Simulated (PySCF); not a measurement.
# CH3Cl: the cost of one run

The runs use PySCF 2.14.0; levels as typed in each script, gas phase, geometry from GFN2-xTB.

## 1. The starting structure

SMILES `CCl`, 5 atoms, charge 0, spin multiplicity 1.

Bond lengths: C1–Cl2 1.777 Å, C1–H3 1.085 Å, C1–H4 1.085 Å, C1–H5 1.085 Å. Angles: Cl2–C1–H3 108.3°, Cl2–C1–H4 108.3°, Cl2–C1–H5 108.3°, H3–C1–H4 110.7°, H3–C1–H5 110.7°, H4–C1–H5 110.7°.

As a file:

```xyz
5
CH3Cl
C    -1.12281    0.00000    0.00000
Cl    0.65444    0.00000    0.00000
H    -1.46285   -0.69042    0.76544
H    -1.46286    1.00809    0.21520
H    -1.46285   -0.31769   -0.98063
```

## 2. Stretching a bond (def2-tzvp)

The input, input.py:

```python
import numpy as np
from pyscf import gto, scf, mcscf

mol = gto.M(atom='''
C     -1.12281     0.00000     0.00000
Cl     0.65444     0.00000     0.00000
H     -1.46285    -0.69042     0.76544
H     -1.46286     1.00809     0.21520
H     -1.46285    -0.31769    -0.98063
''', basis='def2-tzvp', charge=0, spin=0, verbose=4)
# stretch the bond between atoms 1 and 2, from long to short, fragments rigid
a, b, move = 0, 1, [1]
xyz = mol.atom_coords(unit='Angstrom')
u = xyz[b] - xyz[a]
r0 = np.linalg.norm(u)
rows, last, dm_u = [], None, None
for r in [4.98, 3.92, 3.2, 2.76, 2.4, 2.14, 1.96, 1.78, 1.64]:
    new = xyz.copy()
    new[move] += u / r0 * (r - r0)
    m = mol.set_geom_(new, unit='Angstrom', inplace=False)
    rhf = scf.RHF(m).density_fit(auxbasis='def2-universal-jkfit').run()
    uhf = scf.UHF(m).density_fit(auxbasis='def2-universal-jkfit').newton()
    if dm_u is None:
        c = rhf.mo_coeff
        h = m.nelectron // 2 - 1
        ca, cb = c.copy(), c.copy()
        ca[:, h], cb[:, h] = (c[:, h] + c[:, h + 1]) / 2**.5, (c[:, h] - c[:, h + 1]) / 2**.5
        dm_u = np.array([x[:, :h + 1] @ x[:, :h + 1].T for x in (ca, cb)])
    uhf.kernel(dm0=dm_u)
    for _ in range(3):
        c, _, stable, _ = uhf.stability(return_status=True)
        if stable:
            break
        uhf.kernel(c, uhf.mo_occ)
    dm_u = uhf.make_rdm1()
    mc = mcscf.CASSCF(rhf, 2, 2)
    mc.natorb = True
    mc.fix_spin_(ss=0)
    guess = mcscf.addons.make_natural_orbitals(uhf)[1] if last is None else mcscf.project_init_guess(mc, last.mo_coeff, last.mol)
    mc.kernel(guess)
    last = mc
    act = slice(mc.ncore, mc.ncore + mc.ncas)
    print('r %.3f  RHF %.6f  UHF %.6f  <S^2> %.3f  CASSCF %.6f  occupations' % (r, rhf.e_tot, uhf.e_tot, uhf.spin_square()[0], mc.e_tot), mc.mo_occ[act].round(4))
    rows.append((new, rhf.e_tot, uhf.e_tot, uhf.spin_square()[0], mc.e_tot, mc.mo_occ[act], mc.mo_coeff[:, act], dm_u[0] - dm_u[1], rhf.converged and uhf.converged and mc.converged))
    np.savez('result.npz', **{k: [row[i] for row in rows] for i, k in enumerate('xyz rhf uhf s2 cas occ c spin ok'.split())})
```

Run with:

```console
> OMP_NUM_THREADS=1 python input.py
```

Q: Estimate wall time and peak memory on 1 thread of Intel Xeon 6975P-C (Granite Rapids), shared host.

About 45 s, with a peak of 0.18 GiB.
